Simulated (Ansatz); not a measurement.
# AlClFH: the cost of one run

All numbers below are computed with Ansatz 0.2.0 (RKS B3LYP-D4/6-31G*).

### 1 The system as given

Bond lengths: Al1–H2 1.760 Å, Al1–Cl3 2.430 Å, Al1–F4 1.690 Å. Angles: H2–Al1–Cl3 50.0°, H2–Al1–F4 150.7°, Cl3–Al1–F4 159.3°.

Coordinates:

```xyz
4

Al    0.0000    0.0000    0.0000
H     0.8998    0.0000    1.5126
Cl    2.3982    0.0000    0.3916
F    -1.4635    0.0000   -0.8450
```

### 2 Pulling towards end A

Springs on the bonds that form and break draw the guess towards this end; the thresholds are loose.

The input, input.yaml:

```yaml
crystal:
  periodic: [false, false, false]
  atoms:
    - { symbol: Al, position_ang: [0.0, 0.0, 0.0] }
    - { symbol: H, position_ang: [0.8998, 0.0, 1.5126] }
    - { symbol: Cl, position_ang: [2.3982, 0.0, 0.3916] }
    - { symbol: F, position_ang: [-1.4635, 0.0, -0.845] }
basis:
  gaussian: { orbitals: "6-31G*" }
hamiltonian:
  xc: b3lyp
  dispersion: d4
relax:
  f_tol: 0.15
  max_steps: 25
  restrain:
    - { distance: [1, 2], at: 2.57, k: 30.0 }
    - { distance: [0, 1], at: 1.56, k: 30.0 }
    - { distance: [0, 2], at: 2.23, k: 30.0 }
```

Command:

```sh
ansatz run input.yaml --threads 1 --pin off --max-ram 2048MiB --backend cpu --events-out ev --progress --plain --runs-dir out
```

Q: Estimate wall time and peak memory on 1 thread of Arm Neoverse V2, shared host.

About 14 s, with a peak of 0.12 GiB.
